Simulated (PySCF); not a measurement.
## Dipole moment and polarisability across levels of theory

Compound: C₂H₃F₃.
SMILES: `FC(F)(C)F`

PySCF, dipoles from the SCF density, polarisabilities from static response with core orbitals frozen. Isolated species at its PBE0-D3(BJ)/def2-SVP geometry, gas phase.

Question: How do dipole and polarisability depend on functional and basis here?

Answer: 

```tsv
level	μ (D)	error (%)	α (au)	error (%)	anisotropy (au)
LDA/def2-SVPD	2.284	-1.5	31.09	+4.7	1.90
PBE/def2-SVPD	2.202	-5.1	30.94	+4.2	1.81
B3LYP/def2-SVPD	2.324	+0.2	29.68	0.0	1.44
PBE0/def2-SVPD	2.313	-0.3	29.33	-1.2	1.46
BHandHLYP/def2-SVPD	2.440	+5.2	28.22	-5.0	1.13
CAM-B3LYP/def2-SVPD	2.376	+2.4	29.39	-1.0	1.30
wB97X-D/def2-SVPD	2.336	+0.7	29.26	-1.5	1.33
LC-wPBE/def2-SVPD	2.345	+1.1	29.06	-2.1	1.23
HF/def2-SVPD	2.531	+9.1	26.67	-10.2	0.74
PBE0/6-31G*	1.999	-13.8	22.88	-22.9	0.18
PBE0/def2-SVP	2.168	-6.6	22.42	-24.5	0.33
PBE0/6-31+G*	2.340	+0.9	26.98	-9.1	0.45
PBE0/aug-cc-pVDZ	2.267	-2.3	29.59	-0.4	1.57
PBE0/def2-TZVP	2.230	-3.9	27.16	-8.5	0.60
PBE0/def2-TZVPD	2.262	-2.5	29.90	+0.7	1.56
PBE0/aug-cc-pVTZ	2.266	-2.3	29.95	+0.9	1.60
```

Reference dipole: 2.320 D (measured, gas; NIST CCCBDB Release 22 (SRD 101), experimental dipoles). Reference polarisability: 4.400 Å³ (measured, gas; NIST CCCBDB Release 22 (SRD 101), experimental polarizabilities). The anisotropy is √(½[(α1 − α2)² + (α2 − α3)² + (α3 − α1)²]). For the dipole, the smallest error is 0.2% (B3LYP/def2-SVPD) and the largest 13.8% (PBE0/6-31G*). For the polarisability, the smallest error is 0.0% (B3LYP/def2-SVPD) and the largest 24.5% (PBE0/def2-SVP). The dipole runs from 2.00 D (PBE0/6-31G*) to 2.53 D (HF/def2-SVPD). In one basis (def2-SVPD) the functionals order the polarisability from HF (lowest) to LDA (highest), a spread of 17%. With PBE0 the polarisability is 24.15 au without diffuse functions (mean of 6-31G*, def2-SVP and def2-TZVP) and 29.15 au with them (mean of 6-31+G*, def2-SVPD, aug-cc-pVDZ, def2-TZVPD and aug-cc-pVTZ). Measured values can belong to vibrating molecules and may average over conformers; the computed ones are for one fixed geometry.
